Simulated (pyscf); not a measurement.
Optimised with ωB97X-D3(BJ)/def2-SVP in PySCF.

### Question
Estimate by transition-state theory the rate constant of `[CH3][Si]([OH])([OH])[OH]` + `[H]` [doublet] -> `[CH3][Si]([O])([OH])[OH]` [doublet] + `[H][H]` (doublet surface; H–O broken, H–H formed) at 900 K, with ωB97M-D3(BJ)/def2-TZVP energies (ideal gas, 1 atm, RRHO with modes under 100 cm⁻¹ raised to 100, one conformer, R ln 2 for chiral ones without a mode under 150 cm⁻¹; no tunnelling).

### Answer
The electronic barrier is 20.2 kcal/mol and the thermal terms add +19.1, so ΔG‡ = 39.4 kcal/mol. With k_BT/h = 1.88e+13 s⁻¹ and RT = 1.788 kcal/mol, and a volume of 1.23e-19 cm³ per molecule at 1 atm, k = 6.3e-16 cm³ molecule⁻¹ s⁻¹. Wigner's tunnelling factor for 911i cm⁻¹ would be 1.09. A shift of 1 kcal/mol in the barrier changes k by a factor 1.7. This is the saddle that the search found; another between the same sides may lie lower. The angle at the transferred H is 160°.
